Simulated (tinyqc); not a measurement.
A ladder of methods, and size consistency: correlation methods against full CI in the sto-6g basis, for H2O, spin multiplicity 1. Computed by the program tinyqc with PySCF. All electrons correlated; +Q is the Davidson correction (1 - c0^2) E_corr. The last columns treat two copies 100 angstrom apart as one system. FCI is the lowest singlet.

Geometry (angstrom):
```
atom,x,y,z
O,0.0000,0.0000,0.0000
H,0.0000,0.7790,0.5710
H,0.0000,-0.7890,0.5790
```

RHF energy of one = -75.678499 hartree

Correlation energies (hartree):
```
method,E_corr of one,share of FCI (%),E_corr of two at 100 angstrom,two minus twice one (mhartree)
MP2,-0.03667,71.196,-0.07333,0.000
CISD,-0.05072,98.474,-0.09881,2.619
CISD+Q,-0.05210,101.159,-0.10378,0.420
CCSD,-0.05137,99.742,-0.10274,0.000
CCSD(T),-0.05145,99.891,-0.10289,0.000
FCI,-0.05150,100.000,-,-
```

What does the comparison show, and why?

MP2 recovers 71 %, CISD 98.5 % and CCSD 99.7 % of the FCI value (c0^2 = 0.973 in CISD). MP2 and coupled cluster are size consistent, so their last column vanishes; CISD loses 2.62 mhartree, since a double excitation on each copy is a quadruple of the pair, and the Davidson correction leaves +0.42.
